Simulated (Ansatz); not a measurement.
Steps of a relaxation of `FC1C=CCC1` with RKS PBE-D4/def2-SVP.

```sh
$ ansatz run in.yaml --threads 4 --pin off --events-out ev --progress --plain --max-ram 10444MiB
```

```yaml
crystal:
  periodic: [false, false, false]
  atoms:
    - {symbol: F, position_ang: [-2.161100, -0.294800, -0.943900]}
    - {symbol: C, position_ang: [-1.183700, -0.367800, 0.005700]}
    - {symbol: C, position_ang: [-0.082400, -1.268000, -0.331200]}
    - {symbol: C, position_ang: [1.130300, -0.726900, -0.173500]}
    - {symbol: C, position_ang: [1.003000, 0.670500, 0.330200]}
    - {symbol: C, position_ang: [-0.454300, 0.978300, 0.081500]}
    - {symbol: H, position_ang: [-1.696300, -0.604700, 0.964100]}
    - {symbol: H, position_ang: [-0.298100, -2.304700, -0.701700]}
    - {symbol: H, position_ang: [2.080700, -1.298500, -0.357600]}
    - {symbol: H, position_ang: [1.689400, 1.356700, -0.284900]}
    - {symbol: H, position_ang: [1.270100, 0.720000, 1.368900]}
    - {symbol: H, position_ang: [-0.822400, 1.609900, 0.875500]}
    - {symbol: H, position_ang: [-0.589900, 1.568500, -0.868000]}
basis:
  gaussian: {orbitals: def2-SVP}
hamiltonian: {xc: pbe, dispersion: d4}
relax: {f_tol: 0.03, max_steps: 200}
```

Positions (Å) and forces (eV/Å) along the path, 5 of 5 steps:

```xyz
13
step=1 energy=-7999.7636 eV
F    -2.161   -0.295   -0.944   -0.977   -0.295   -0.920
C    -1.184   -0.368    0.006    0.005    1.422    0.525
C    -0.082   -1.268   -0.331   -0.023   -2.384   -0.907
C     1.130   -0.727   -0.173    0.754   -0.935   -0.096
C     1.003    0.670    0.330    1.396    0.653   -2.201
C    -0.454    0.978    0.082   -0.277    0.851   -0.126
H    -1.696   -0.605    0.964    0.041   -0.232    0.174
H    -0.298   -2.305   -0.702    0.235    0.495    0.286
H     2.081   -1.298   -0.358   -0.510    0.558    0.175
H     1.689    1.357   -0.285   -0.457   -0.438    0.908
H     1.270    0.720    1.369    0.454    0.272    1.234
H    -0.822    1.610    0.875   -0.600    0.642    0.659
H    -0.590    1.569   -0.868   -0.041   -0.608    0.288
13
step=2 energy=-8000.0162 eV
F    -2.181   -0.303   -0.979   -0.334    0.029   -0.389
C    -1.186   -0.345   -0.019   -0.054    0.403    0.578
C    -0.091   -1.291   -0.359    0.166   -0.804   -0.228
C     1.127   -0.750   -0.176    0.062   -0.230   -0.136
C     1.028    0.675    0.304    0.499    0.160   -0.605
C    -0.458    1.009    0.114   -0.172    0.234   -0.272
H    -1.692   -0.627    0.936    0.004   -0.089    0.013
H    -0.299   -2.335   -0.671    0.076    0.255    0.062
H     2.072   -1.301   -0.344   -0.086    0.206    0.107
H     1.712    1.360   -0.266   -0.186   -0.173    0.244
H     1.330    0.746    1.360    0.136    0.056    0.379
H    -0.858    1.652    0.913   -0.144    0.084    0.151
H    -0.619    1.549   -0.847    0.034   -0.128    0.095
13
step=3 energy=-8000.0420 eV
F    -2.190   -0.293   -0.983   -0.096    0.020   -0.077
C    -1.192   -0.339   -0.010    0.081    0.051    0.129
C    -0.093   -1.304   -0.363    0.088   -0.011   -0.046
C     1.125   -0.753   -0.187   -0.094   -0.054    0.049
C     1.038    0.675    0.293    0.017   -0.027    0.050
C    -0.460    1.017    0.115   -0.055    0.002   -0.023
H    -1.697   -0.642    0.941    0.005    0.016   -0.041
H    -0.297   -2.336   -0.681   -0.014   -0.031    0.024
H     2.075   -1.292   -0.323    0.048    0.048   -0.033
H     1.717    1.357   -0.260    0.010    0.026   -0.033
H     1.352    0.748    1.360   -0.016   -0.019   -0.001
H    -0.872    1.662    0.915    0.022   -0.004   -0.002
H    -0.622    1.538   -0.851    0.004   -0.017    0.005
13
step=4 energy=-8000.0435 eV
F    -2.192   -0.288   -0.986   -0.004   -0.004   -0.007
C    -1.192   -0.337   -0.010    0.037    0.007    0.055
C    -0.092   -1.307   -0.362    0.005    0.027    0.012
C     1.124   -0.755   -0.185   -0.016   -0.011   -0.035
C     1.038    0.673    0.297   -0.002    0.003    0.019
C    -0.460    1.017    0.114   -0.016   -0.028    0.010
H    -1.700   -0.639    0.939   -0.011    0.005   -0.015
H    -0.296   -2.343   -0.667   -0.012   -0.006   -0.015
H     2.080   -1.279   -0.343    0.010    0.012    0.025
H     1.717    1.357   -0.255    0.014    0.012   -0.011
H     1.348    0.741    1.366   -0.020   -0.012   -0.023
H    -0.871    1.665    0.912    0.008   -0.005   -0.009
H    -0.618    1.534   -0.854    0.006    0.001   -0.006
13
step=5 energy=-8000.0438 eV
F    -2.192   -0.288   -0.983   -0.003   -0.003    0.000
C    -1.191   -0.338   -0.007    0.021    0.003    0.004
C    -0.092   -1.306   -0.363   -0.006    0.009    0.009
C     1.124   -0.754   -0.188   -0.001   -0.013   -0.009
C     1.038    0.673    0.296    0.000    0.008    0.003
C    -0.460    1.016    0.114   -0.002   -0.011    0.007
H    -1.700   -0.638    0.940   -0.004   -0.001   -0.003
H    -0.297   -2.342   -0.670   -0.006    0.003   -0.003
H     2.081   -1.278   -0.340    0.002    0.009    0.004
H     1.718    1.358   -0.254    0.000    0.000    0.003
H     1.345    0.738    1.365   -0.003   -0.005   -0.006
H    -0.870    1.666    0.911    0.002    0.001   -0.005
H    -0.618    1.531   -0.856    0.000   -0.001   -0.004
```

It took 7.5 s on 4 threads of an Arm Neoverse V2 on a shared host, with 0.16 GiB of host memory at the peak.
